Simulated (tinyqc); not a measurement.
Worked calculation (part 1 of 3): UHF in the sto-6g basis, for LiH+, spin multiplicity 2. Computed by tinyqc, a small Python program that keeps every step (integrals from PySCF). Settings: charge = 1, multiplicity = 2, basis = sto-6g, energy threshold = 1e-08, iteration cap = 65, orthogonalisation = symmetric, start = highest core orbitals, DIIS depth = 8, method = UHF. Command: `OMP_NUM_THREADS=1 python tinyqc.py 22048 22049 out.jsonl` (the two numbers bound the seeds that draw the settings). One thread of a shared host (Intel(R) Xeon(R) Processor @ 2.60GHz), about 0.1 s of CPU time with the checks. Later iterations appear only in the table of the cycle.

## One-electron integrals

Geometry (angstrom):
```
atom         x         y         z
Li    0.000000  0.000000  0.000000
H     0.000000  0.000000  2.232000
```

Basis sto-6g: exponents (1/bohr^2) and contraction coefficients of normalised primitives:
```
element  l (shell)    exponent  coefficient
Li           s (1)  167.175846     0.009164
Li           s (1)   30.651508     0.049361
Li           s (1)    8.575187     0.168538
Li           s (1)    2.945808     0.370563
Li           s (1)    1.143944     0.416492
Li           s (1)    0.471139     0.130334
Li           s (2)    6.597564    -0.013253
Li           s (2)    1.305830    -0.046992
Li           s (2)    0.405851    -0.033785
Li           s (2)    0.156146     0.250242
Li           s (2)    0.067814     0.595117
Li           s (2)    0.031084     0.240706
Li           p (3)    6.597564     0.003760
Li           p (3)    1.305830     0.037679
Li           p (3)    0.405851     0.173897
Li           p (3)    0.156146     0.418036
Li           p (3)    0.067814     0.425860
Li           p (3)    0.031084     0.101708
H            s (1)   35.523221     0.009164
H            s (1)    6.513144     0.049361
H            s (1)    1.822143     0.168538
H            s (1)    0.625955     0.370563
H            s (1)    0.243077     0.416492
H            s (1)    0.100112     0.130334
```

Overlap, kinetic and nuclear-attraction integrals over the contracted functions; the nuclear repulsion is the sum of Za Zb / Rab.

nuclear repulsion = 0.71125969 hartree

overlap S, order 1Li 1s, 1Li 2s, 1Li 2px, 1Li 2py, 1Li 2pz, 2H 1s:
$$\begin{pmatrix}
1.000000 & 0.235742 & 0.000000 & 0.000000 & 0.000000 & 0.017075 \\
0.235742 & 1.000000 & 0.000000 & 0.000000 & 0.000000 & 0.251390 \\
0.000000 & 0.000000 & 1.000000 & 0.000000 & 0.000000 & 0.000000 \\
0.000000 & 0.000000 & 0.000000 & 1.000000 & 0.000000 & 0.000000 \\
0.000000 & 0.000000 & 0.000000 & 0.000000 & 1.000000 & 0.361749 \\
0.017075 & 0.251390 & 0.000000 & 0.000000 & 0.361749 & 1.000000
\end{pmatrix}$$

kinetic energy T (hartree), order 1Li 1s, 1Li 2s, 1Li 2px, 1Li 2py, 1Li 2pz, 2H 1s:
$$\begin{pmatrix}
3.616742 & -0.110723 & 0.000000 & 0.000000 & 0.000000 & -0.007023 \\
-0.110723 & 0.106524 & 0.000000 & 0.000000 & 0.000000 & 0.011295 \\
0.000000 & 0.000000 & 0.320007 & 0.000000 & 0.000000 & 0.000000 \\
0.000000 & 0.000000 & 0.000000 & 0.320007 & 0.000000 & 0.000000 \\
0.000000 & 0.000000 & 0.000000 & 0.000000 & 0.320007 & 0.046684 \\
-0.007023 & 0.011295 & 0.000000 & 0.000000 & 0.046684 & 0.768522
\end{pmatrix}$$

nuclear attraction V (hartree), order 1Li 1s, 1Li 2s, 1Li 2px, 1Li 2py, 1Li 2pz, 2H 1s:
$$\begin{pmatrix}
-8.304231 & -0.884253 & 0.000000 & 0.000000 & -0.008748 & -0.066370 \\
-0.884253 & -1.428721 & 0.000000 & 0.000000 & -0.086139 & -0.388768 \\
0.000000 & 0.000000 & -1.407153 & 0.000000 & 0.000000 & 0.000000 \\
0.000000 & 0.000000 & 0.000000 & -1.407153 & 0.000000 & 0.000000 \\
-0.008748 & -0.086139 & 0.000000 & 0.000000 & -1.471707 & -0.566395 \\
-0.066370 & -0.388768 & 0.000000 & 0.000000 & -0.566395 & -1.950693
\end{pmatrix}$$

core Hamiltonian H = T + V (hartree), order 1Li 1s, 1Li 2s, 1Li 2px, 1Li 2py, 1Li 2pz, 2H 1s:
$$\begin{pmatrix}
-4.687488 & -0.994976 & 0.000000 & 0.000000 & -0.008748 & -0.073393 \\
-0.994976 & -1.322197 & 0.000000 & 0.000000 & -0.086139 & -0.377473 \\
0.000000 & 0.000000 & -1.087146 & 0.000000 & 0.000000 & 0.000000 \\
0.000000 & 0.000000 & 0.000000 & -1.087146 & 0.000000 & 0.000000 \\
-0.008748 & -0.086139 & 0.000000 & 0.000000 & -1.151700 & -0.519711 \\
-0.073393 & -0.377473 & 0.000000 & 0.000000 & -0.519711 & -1.182171
\end{pmatrix}$$

## Two-electron integrals

Functions are numbered as in S; the eight-fold symmetry (ij|kl) = (ji|kl) = (kl|ij) leaves the list below.

Two-electron integrals (ij|kl) in chemists' order, unique and non-zero (hartree):
```
(11|11) 1.681247   (21|11) 0.242603   (21|21) 0.044507   (22|11) 0.397190
(22|21) 0.090279   (22|22) 0.290625   (31|31) 0.009437   (32|31) 0.014261
(32|32) 0.064236   (33|11) 0.397190   (33|21) 0.090279   (33|22) 0.290625
(33|33) 0.313125   (41|41) 0.009437   (42|41) 0.014261   (42|42) 0.064236
(43|43) 0.016875   (44|11) 0.397190   (44|21) 0.090279   (44|22) 0.290625
(44|33) 0.279374   (44|44) 0.313125   (51|51) 0.009437   (52|51) 0.014261
(52|52) 0.064236   (53|53) 0.016875   (54|54) 0.016875   (55|11) 0.397190
(55|21) 0.090279   (55|22) 0.290625   (55|33) 0.279374   (55|44) 0.279374
(55|55) 0.313125   (61|11) 0.017072   (61|21) 0.003092   (61|22) 0.006432
(61|33) 0.006338   (61|44) 0.006338   (61|51) 0.000417   (61|52) 0.000883
(61|55) 0.006620   (61|61) 0.000239   (62|11) 0.074388   (62|21) 0.017313
(62|22) 0.063649   (62|33) 0.059982   (62|44) 0.059982   (62|51) 0.002767
(62|52) 0.019813   (62|55) 0.070984   (62|61) 0.001493   (62|62) 0.028220
(63|31) 0.001050   (63|32) 0.005689   (63|53) 0.002552   (63|63) 0.001419
(64|41) 0.001050   (64|42) 0.005689   (64|54) 0.002552   (64|64) 0.001419
(65|11) 0.101414   (65|21) 0.023750   (65|22) 0.089556   (65|33) 0.083427
(65|44) 0.083427   (65|51) 0.004310   (65|52) 0.030858   (65|55) 0.101813
(65|61) 0.002105   (65|62) 0.042803   (65|65) 0.065333   (66|11) 0.237024
(66|21) 0.055845   (66|22) 0.225354   (66|33) 0.206828   (66|44) 0.206828
(66|51) 0.008684   (66|52) 0.080593   (66|55) 0.262409   (66|61) 0.004926
(66|62) 0.133305   (66|65) 0.207645   (66|66) 0.774999
```

## Orthogonalisation

S = U s U^T; symmetric (Loewdin) form X = U s^(-1/2) U^T, so that X^T S X = 1.

eigenvalues of S: [0.540584, 0.810946, 1.000000, 1.000000, 1.177965, 1.470505]

X, order 1Li 1s, 1Li 2s, 1Li 2px, 1Li 2py, 1Li 2pz, 2H 1s:
$$\begin{pmatrix}
1.022306 & -0.126089 & 0.000000 & 0.000000 & -0.005481 & 0.016996 \\
-0.126089 & 1.051111 & 0.000000 & 0.000000 & 0.041078 & -0.147462 \\
0.000000 & 0.000000 & 1.000000 & 0.000000 & 0.000000 & 0.000000 \\
0.000000 & 0.000000 & 0.000000 & 1.000000 & 0.000000 & 0.000000 \\
-0.005481 & 0.041078 & 0.000000 & 0.000000 & 1.057432 & -0.207057 \\
0.016996 & -0.147462 & 0.000000 & 0.000000 & -0.207057 & 1.085720
\end{pmatrix}$$

## Starting guess

The start is the highest orbitals of the core Hamiltonian (a deliberately bad start); D(s) = C_occ C_occ^T for each spin.

D(alpha) at the start, order 1Li 1s, 1Li 2s, 1Li 2px, 1Li 2py, 1Li 2pz, 2H 1s:
$$\begin{pmatrix}
0.000593 & -0.004293 & 0.000000 & 0.000000 & -0.021798 & 0.022403 \\
-0.004293 & 0.031062 & 0.000000 & 0.000000 & 0.157705 & -0.162086 \\
0.000000 & 0.000000 & 0.219972 & -0.414227 & 0.000000 & 0.000000 \\
0.000000 & 0.000000 & -0.414227 & 0.780028 & 0.000000 & 0.000000 \\
-0.021798 & 0.157705 & 0.000000 & 0.000000 & 0.800694 & -0.822936 \\
0.022403 & -0.162086 & 0.000000 & 0.000000 & -0.822936 & 0.845796
\end{pmatrix}$$

D(beta) at the start, order 1Li 1s, 1Li 2s, 1Li 2px, 1Li 2py, 1Li 2pz, 2H 1s:
$$\begin{pmatrix}
0.000593 & -0.004293 & 0.000000 & 0.000000 & -0.021798 & 0.022403 \\
-0.004293 & 0.031062 & 0.000000 & 0.000000 & 0.157705 & -0.162086 \\
0.000000 & 0.000000 & 0.000000 & 0.000000 & 0.000000 & 0.000000 \\
0.000000 & 0.000000 & 0.000000 & 0.000000 & 0.000000 & 0.000000 \\
-0.021798 & 0.157705 & 0.000000 & 0.000000 & 0.800694 & -0.822936 \\
0.022403 & -0.162086 & 0.000000 & 0.000000 & -0.822936 & 0.845796
\end{pmatrix}$$

## Iteration 1: building the Fock matrix

J_ij = sum D_kl (ij|kl) with D = D(alpha) + D(beta), K_ij = sum D_kl (ik|jl) for each spin; F = H + J - K(s); E = tr D H + tr D J / 2 - 0.5 sum_s tr D(s) K(s) + E_nn.

Coulomb J (hartree), order 1Li 1s, 1Li 2s, 1Li 2px, 1Li 2py, 1Li 2pz, 2H 1s:
$$\begin{pmatrix}
1.076172 & 0.245323 & 0.000000 & 0.000000 & 0.006919 & 0.018284 \\
0.245323 & 0.818726 & 0.000000 & 0.000000 & 0.061265 & 0.256096 \\
0.000000 & 0.000000 & 0.788089 & -0.013980 & 0.000000 & 0.000000 \\
0.000000 & 0.000000 & -0.013980 & 0.806991 & 0.000000 & 0.000000 \\
0.006919 & 0.061265 & 0.000000 & 0.000000 & 0.861101 & 0.379464 \\
0.018284 & 0.256096 & 0.000000 & 0.000000 & 0.379464 & 1.231932
\end{pmatrix}$$

exchange K(alpha) (hartree), order 1Li 1s, 1Li 2s, 1Li 2px, 1Li 2py, 1Li 2pz, 2H 1s:
$$\begin{pmatrix}
0.016568 & 0.022879 & 0.000000 & 0.000000 & -0.001303 & -0.002012 \\
0.022879 & 0.095349 & 0.000000 & 0.000000 & -0.011055 & 0.020370 \\
0.000000 & 0.000000 & 0.092635 & -0.122715 & 0.000000 & 0.000000 \\
0.000000 & 0.000000 & -0.122715 & 0.258552 & 0.000000 & 0.000000 \\
-0.001303 & -0.011055 & 0.000000 & 0.000000 & 0.147347 & -0.013349 \\
-0.002012 & 0.020370 & 0.000000 & 0.000000 & -0.013349 & 0.338744
\end{pmatrix}$$

exchange K(beta) (hartree), order 1Li 1s, 1Li 2s, 1Li 2px, 1Li 2py, 1Li 2pz, 2H 1s:
$$\begin{pmatrix}
0.007132 & 0.008618 & 0.000000 & 0.000000 & -0.001303 & -0.003062 \\
0.008618 & 0.031113 & 0.000000 & 0.000000 & -0.011055 & 0.014681 \\
0.000000 & 0.000000 & 0.010594 & 0.000000 & 0.000000 & 0.000000 \\
0.000000 & 0.000000 & 0.000000 & 0.010594 & 0.000000 & 0.000000 \\
-0.001303 & -0.011055 & 0.000000 & 0.000000 & 0.130472 & -0.015900 \\
-0.003062 & 0.014681 & 0.000000 & 0.000000 & -0.015900 & 0.337325
\end{pmatrix}$$

F(alpha) (hartree), order 1Li 1s, 1Li 2s, 1Li 2px, 1Li 2py, 1Li 2pz, 2H 1s:
$$\begin{pmatrix}
-3.627885 & -0.772531 & 0.000000 & 0.000000 & -0.000526 & -0.053098 \\
-0.772531 & -0.598820 & 0.000000 & 0.000000 & -0.013818 & -0.141748 \\
0.000000 & 0.000000 & -0.391692 & 0.108734 & 0.000000 & 0.000000 \\
0.000000 & 0.000000 & 0.108734 & -0.538706 & 0.000000 & 0.000000 \\
-0.000526 & -0.013818 & 0.000000 & 0.000000 & -0.437947 & -0.126898 \\
-0.053098 & -0.141748 & 0.000000 & 0.000000 & -0.126898 & -0.288983
\end{pmatrix}$$

F(beta) (hartree), order 1Li 1s, 1Li 2s, 1Li 2px, 1Li 2py, 1Li 2pz, 2H 1s:
$$\begin{pmatrix}
-3.618448 & -0.758270 & 0.000000 & 0.000000 & -0.000526 & -0.052048 \\
-0.758270 & -0.534584 & 0.000000 & 0.000000 & -0.013818 & -0.136059 \\
0.000000 & 0.000000 & -0.309650 & -0.013980 & 0.000000 & 0.000000 \\
0.000000 & 0.000000 & -0.013980 & -0.290748 & 0.000000 & 0.000000 \\
-0.000526 & -0.013818 & 0.000000 & 0.000000 & -0.421071 & -0.124347 \\
-0.052048 & -0.136059 & 0.000000 & 0.000000 & -0.124347 & -0.287564
\end{pmatrix}$$

total energy of this density = -1.49602410 hartree

## Iteration 1: diagonalisation and new density

Diagonalise F' = X^T F X, C = X C', fill 2 alpha and 1 beta electrons from the bottom; D(s) = C_occ C_occ^T. Each column has its largest component positive (the first on a tie).

F' = X^T F X (alpha) (hartree):
$$\begin{pmatrix}
-3.603220 & -0.291698 & 0.000000 & 0.000000 & 0.000306 & -0.000134 \\
-0.291698 & -0.479208 & 0.000000 & 0.000000 & -0.011924 & -0.041485 \\
0.000000 & 0.000000 & -0.391692 & 0.108734 & 0.000000 & 0.000000 \\
0.000000 & 0.000000 & 0.108734 & -0.538706 & 0.000000 & 0.000000 \\
0.000306 & -0.011924 & 0.000000 & 0.000000 & -0.446192 & 0.004640 \\
-0.000134 & -0.041485 & 0.000000 & 0.000000 & 0.004640 & -0.269979
\end{pmatrix}$$

orbital energies (alpha) (hartree): MO1 -3.630228, MO2 -0.596449, MO3 -0.466720, MO4 -0.440867, MO5 -0.333949, MO6 -0.260784

coefficients C (alpha), order 1Li 1s, 1Li 2s, 1Li 2px, 1Li 2py, 1Li 2pz, 2H 1s:
$$\begin{pmatrix}
1.006345 & 0.000000 & -0.190887 & 0.091160 & 0.000000 & 0.062034 \\
-0.028808 & 0.000000 & 0.913094 & -0.417540 & 0.000000 & -0.367769 \\
0.000000 & -0.469012 & 0.000000 & 0.000000 & 0.883192 & 0.000000 \\
0.000000 & 0.883192 & 0.000000 & 0.000000 & 0.469012 & 0.000000 \\
-0.001652 & 0.000000 & 0.492030 & 0.944208 & 0.000000 & -0.170669 \\
0.004556 & 0.000000 & -0.039112 & -0.260216 & 0.000000 & 1.083712
\end{pmatrix}$$

F' = X^T F X (beta) (hartree):
$$\begin{pmatrix}
-3.596000 & -0.285833 & 0.000000 & 0.000000 & 0.000405 & -0.000562 \\
-0.285833 & -0.413564 & 0.000000 & 0.000000 & -0.010187 & -0.044651 \\
0.000000 & 0.000000 & -0.309650 & -0.013980 & 0.000000 & 0.000000 \\
0.000000 & 0.000000 & -0.013980 & -0.290748 & 0.000000 & 0.000000 \\
0.000405 & -0.010187 & 0.000000 & 0.000000 & -0.428371 & 0.003715 \\
-0.000562 & -0.044651 & 0.000000 & 0.000000 & 0.003715 & -0.269185
\end{pmatrix}$$

orbital energies (beta) (hartree): MO1 -3.621474, MO2 -0.431175, MO3 -0.400317, MO4 -0.317074, MO5 -0.283324, MO6 -0.254154

coefficients C (beta), order 1Li 1s, 1Li 2s, 1Li 2px, 1Li 2py, 1Li 2pz, 2H 1s:
$$\begin{pmatrix}
1.007098 & -0.065945 & -0.189220 & 0.000000 & 0.000000 & 0.083228 \\
-0.032476 & 0.331514 & 0.899307 & 0.000000 & 0.000000 & -0.473767 \\
0.000000 & 0.000000 & 0.000000 & 0.883192 & -0.469012 & 0.000000 \\
0.000000 & 0.000000 & 0.000000 & 0.469012 & 0.883192 & 0.000000 \\
-0.001928 & 1.012372 & -0.330921 & 0.000000 & 0.000000 & -0.168356 \\
0.005272 & -0.179631 & 0.266731 & 0.000000 & 0.000000 & 1.067827
\end{pmatrix}$$

D(alpha) after iteration 1, order 1Li 1s, 1Li 2s, 1Li 2px, 1Li 2py, 1Li 2pz, 2H 1s:
$$\begin{pmatrix}
1.012730 & -0.028991 & 0.000000 & 0.000000 & -0.001663 & 0.004585 \\
-0.028991 & 0.000830 & 0.000000 & 0.000000 & 0.000048 & -0.000131 \\
0.000000 & 0.000000 & 0.219972 & -0.414227 & 0.000000 & 0.000000 \\
0.000000 & 0.000000 & -0.414227 & 0.780028 & 0.000000 & 0.000000 \\
-0.001663 & 0.000048 & 0.000000 & 0.000000 & 0.000003 & -0.000008 \\
0.004585 & -0.000131 & 0.000000 & 0.000000 & -0.000008 & 0.000021
\end{pmatrix}$$

D(beta) after iteration 1, order 1Li 1s, 1Li 2s, 1Li 2px, 1Li 2py, 1Li 2pz, 2H 1s:
$$\begin{pmatrix}
1.014247 & -0.032707 & 0.000000 & 0.000000 & -0.001942 & 0.005309 \\
-0.032707 & 0.001055 & 0.000000 & 0.000000 & 0.000063 & -0.000171 \\
0.000000 & 0.000000 & 0.000000 & 0.000000 & 0.000000 & 0.000000 \\
0.000000 & 0.000000 & 0.000000 & 0.000000 & 0.000000 & 0.000000 \\
-0.001942 & 0.000063 & 0.000000 & 0.000000 & 0.000004 & -0.000010 \\
0.005309 & -0.000171 & 0.000000 & 0.000000 & -0.000010 & 0.000028
\end{pmatrix}$$

## Iteration 2: building the Fock matrix

As before.

Coulomb J (hartree), order 1Li 1s, 1Li 2s, 1Li 2px, 1Li 2py, 1Li 2pz, 2H 1s:
$$\begin{pmatrix}
3.776155 & 0.576760 & 0.000000 & 0.000000 & -0.000058 & 0.040575 \\
0.576760 & 1.085225 & 0.000000 & 0.000000 & -0.000080 & 0.208751 \\
0.000000 & 0.000000 & 1.081400 & -0.013980 & 0.000000 & 0.000000 \\
0.000000 & 0.000000 & -0.013980 & 1.100302 & 0.000000 & 0.000000 \\
-0.000058 & -0.000080 & 0.000000 & 0.000000 & 1.073977 & 0.286228 \\
0.040575 & 0.208751 & 0.000000 & 0.000000 & 0.286228 & 0.680809
\end{pmatrix}$$

exchange K(alpha) (hartree), order 1Li 1s, 1Li 2s, 1Li 2px, 1Li 2py, 1Li 2pz, 2H 1s:
$$\begin{pmatrix}
1.698213 & 0.247574 & 0.000000 & 0.000000 & -0.000207 & 0.017020 \\
0.247574 & 0.104459 & 0.000000 & 0.000000 & -0.000050 & 0.008380 \\
0.000000 & 0.000000 & 0.090833 & -0.122715 & 0.000000 & 0.000000 \\
0.000000 & 0.000000 & -0.122715 & 0.256750 & 0.000000 & 0.000000 \\
-0.000207 & -0.000050 & 0.000000 & 0.000000 & 0.025691 & 0.002907 \\
0.017020 & 0.008380 & 0.000000 & 0.000000 & 0.002907 & 0.001618
\end{pmatrix}$$

exchange K(beta) (hartree), order 1Li 1s, 1Li 2s, 1Li 2px, 1Li 2py, 1Li 2pz, 2H 1s:
$$\begin{pmatrix}
1.689557 & 0.232115 & 0.000000 & 0.000000 & -0.000247 & 0.015853 \\
0.232115 & 0.039705 & 0.000000 & 0.000000 & -0.000059 & 0.002649 \\
0.000000 & 0.000000 & 0.008715 & 0.000000 & 0.000000 & 0.000000 \\
0.000000 & 0.000000 & 0.000000 & 0.008715 & 0.000000 & 0.000000 \\
-0.000247 & -0.000059 & 0.000000 & 0.000000 & 0.008742 & 0.000349 \\
0.015853 & 0.002649 & 0.000000 & 0.000000 & 0.000349 & 0.000196
\end{pmatrix}$$

F(alpha) (hartree), order 1Li 1s, 1Li 2s, 1Li 2px, 1Li 2py, 1Li 2pz, 2H 1s:
$$\begin{pmatrix}
-2.609546 & -0.665790 & 0.000000 & 0.000000 & -0.008598 & -0.049839 \\
-0.665790 & -0.341431 & 0.000000 & 0.000000 & -0.086170 & -0.177102 \\
0.000000 & 0.000000 & -0.096579 & 0.108734 & 0.000000 & 0.000000 \\
0.000000 & 0.000000 & 0.108734 & -0.243594 & 0.000000 & 0.000000 \\
-0.008598 & -0.086170 & 0.000000 & 0.000000 & -0.103414 & -0.236389 \\
-0.049839 & -0.177102 & 0.000000 & 0.000000 & -0.236389 & -0.502981
\end{pmatrix}$$

F(beta) (hartree), order 1Li 1s, 1Li 2s, 1Li 2px, 1Li 2py, 1Li 2pz, 2H 1s:
$$\begin{pmatrix}
-2.600890 & -0.650330 & 0.000000 & 0.000000 & -0.008559 & -0.048672 \\
-0.650330 & -0.276677 & 0.000000 & 0.000000 & -0.086161 & -0.171371 \\
0.000000 & 0.000000 & -0.014462 & -0.013980 & 0.000000 & 0.000000 \\
0.000000 & 0.000000 & -0.013980 & 0.004440 & 0.000000 & 0.000000 \\
-0.008559 & -0.086161 & 0.000000 & 0.000000 & -0.086465 & -0.233831 \\
-0.048672 & -0.171371 & 0.000000 & 0.000000 & -0.233831 & -0.501558
\end{pmatrix}$$

total energy of this density = -7.27466036 hartree

## Iteration 2: DIIS over 2 matrices

error matrix X^T (FDS - SDF) X (alpha):
$$\begin{pmatrix}
0.000000 & 0.119612 & 0.000000 & 0.000000 & 0.009932 & -0.006649 \\
-0.119612 & 0.000000 & 0.000000 & 0.000000 & 0.000890 & -0.000757 \\
0.000000 & 0.000000 & 0.000000 & 0.000000 & 0.000000 & 0.000000 \\
0.000000 & 0.000000 & 0.000000 & 0.000000 & 0.000000 & 0.000000 \\
-0.009932 & -0.000890 & 0.000000 & 0.000000 & 0.000000 & -0.000013 \\
0.006649 & 0.000757 & 0.000000 & 0.000000 & 0.000013 & 0.000000
\end{pmatrix}$$

B (overlaps of the stored error matrices):
$$\begin{pmatrix}
3.0822227e-02 & 8.1340619e-05 \\
8.1340619e-05 & 5.5934554e-02
\end{pmatrix}$$

Minimise |sum c_i e_i|^2 with sum c_i = 1: solve [B -1; -1 0][c; lambda] = [0; -1] with B_ij = tr e_i^T e_j summed over both spins, and take F = sum c_i F_i.

DIIS coefficients: [0.645000, 0.355000]

extrapolated F(alpha) (hartree), order 1Li 1s, 1Li 2s, 1Li 2px, 1Li 2py, 1Li 2pz, 2H 1s:
$$\begin{pmatrix}
-3.266375 & -0.734638 & 0.000000 & 0.000000 & -0.003391 & -0.051941 \\
-0.734638 & -0.507447 & 0.000000 & 0.000000 & -0.039503 & -0.154299 \\
0.000000 & 0.000000 & -0.286927 & 0.108734 & 0.000000 & 0.000000 \\
0.000000 & 0.000000 & 0.108734 & -0.433941 & 0.000000 & 0.000000 \\
-0.003391 & -0.039503 & 0.000000 & 0.000000 & -0.319187 & -0.165768 \\
-0.051941 & -0.154299 & 0.000000 & 0.000000 & -0.165768 & -0.364952
\end{pmatrix}$$

extrapolated F(beta) (hartree), order 1Li 1s, 1Li 2s, 1Li 2px, 1Li 2py, 1Li 2pz, 2H 1s:
$$\begin{pmatrix}
-3.257215 & -0.719952 & 0.000000 & 0.000000 & -0.003378 & -0.050849 \\
-0.719952 & -0.443027 & 0.000000 & 0.000000 & -0.039500 & -0.148595 \\
0.000000 & 0.000000 & -0.204858 & -0.013980 & 0.000000 & 0.000000 \\
0.000000 & 0.000000 & -0.013980 & -0.185956 & 0.000000 & 0.000000 \\
-0.003378 & -0.039500 & 0.000000 & 0.000000 & -0.302286 & -0.163214 \\
-0.050849 & -0.148595 & 0.000000 & 0.000000 & -0.163214 & -0.363532
\end{pmatrix}$$
